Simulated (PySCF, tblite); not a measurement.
**Zinc-blende BP, bulk modulus B0**

Reference value: 176 GPa (measured, 0 K, zero-point effect removed, our sources range from 168 to 176; as tabulated in Goldzak et al. (2022), arXiv:2208.04865).

| level (code) | value (GPa) | cell (Å³/atom) | error (%) |
|---|---|---|---|
| IPEA1-xTB (tblite) | 231 | 11.58 | +31 |
| PBE (PySCF) | 160 ± 5 | 11.76 | -9.1 |
| PBE0 (PySCF) | 173 ± 5 | 11.56 | -1.7 |
| Hartree–Fock (PySCF) | 177 ± 5 | 12.04 | +0.6 |
| MP2 (PySCF) | 182 ± 5 | 11.38 | +3.4 |

Leaving aside IPEA1-xTB (doubt noted below): Any of these levels can be the nearest once the reference is moved by up to 4.8 % (a margin picked here for doubts on the reference and the settings) and values within 1.7 % count as equal. Within 15 %: PBE, PBE0, Hartree–Fock, MP2.

A ± on a computed value is a rough bar: the spread of its extrapolation, a floor set from checks against published values, or a statistical error. IPEA1-xTB: this parameter set was refitted to ionisation energies, not structures. IPEA1-xTB: the run uses a supercell at the zone centre in place of a k mesh. Each level is taken at its own relaxed cell.

Differences are worked out from the printed values.
